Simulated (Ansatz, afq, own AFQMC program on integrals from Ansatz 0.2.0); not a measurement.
# AlNH$_{2}$, singlet: AFQMC among the cluster methods

```xyz
4

Al    0.0000   -0.0211    0.6643
N     0.0000    0.0382   -0.9486
H     0.0000    0.0963    2.2187
H     0.0000   -0.1134   -1.9344
```

Connectivity, by distances: AlH–NH.

Basis cc-pVTZ. Noble-gas cores (and the filled d shells of Ga–Kr and In–Xe) are frozen. Integrals, coupled cluster, full CI and functionals: Ansatz 0.2.0; the random walks run on the same integrals in our own AFQMC program. The CISD trial takes its coefficients from CCSD amplitudes. Released means that phaseless walkers are propagated on without the constraint, phases kept. ± is one standard error of the sampling.

Determinant: RHF, the one that the program's search chose, which needn't be the lowest solution. The geometry is a PBE0/def2-TZVP stationary point of this or a neighbouring charge and spin state.

No full CI on the walks' own integrals is used here. The released AFQMC energy serves as the reference, which it does only where one determinant dominates, the energy is flat over the last release times and near the phaseless one (40 meV or 2 meV an electron, half that with transition metals). On small molecules, where full CI could be run and the noise was under 10 meV, such values lay within 10 meV of it in 19 cases of 20, a flattering rate, since the rule was set on those same cases; what remains of the bias isn't in the error bar.

Cautions: higher spins were not checked; raised T1 diagnostic (T1 0.024, weight of the determinant 0.87, largest double 0.05); the released value is read at 2.40 1/Eh (meV from the phaseless value at times in 1/Eh: -13 ± 7 at 0.24, -16 ± 5 at 0.51, -27 ± 6 at 0.99, -28 ± 6 at 1.62, -28 ± 7 at 2.40).

- T1 diagnostic: 0.0242
- weight of the determinant in the CISD state: 0.874
- size of the correlated space: 10 electrons in 86 orbitals

```tsv
level	correlation energy (eV)
MP2	-8.0549
CCSD	-8.2922
CCSD(T)	-8.7023
```

Question: Estimate where phaseless AFQMC with the Hartree–Fock trial lies against CCSD(T) on the same integrals.

Answer: 7.07 ± 1.53 mEh below CCSD(T).

Reference: AFQMC with the constraint released, correlation energy -8.749 ± 0.007 eV.

```
        level  E − E(reference) (mEh)  share of correlation (%)
      CCSD(T)             1.73 ± 0.26                     99.46
        CCSDT             1.37 ± 0.26                     99.57
     CCSDT(Q)            -0.13 ± 0.26                    100.04
  ph-AFQMC/HF            -5.33 ± 1.55                    101.66
ph-AFQMC/CISD             1.02 ± 0.41                     99.68
```

CCSDT and higher add their correlation energy to the determinant of the CCSD(T) run, since their own runs factorise the integrals more tightly (a shift of under 2 meV). A walk keeps the symmetry of its determinant, which the program's search chose and which needn't be the lowest solution, so a lower state of the same spin and another symmetry isn't excluded. Released energies are given only where the last usable release times agree within the noise; a slower fall can still hide under it.
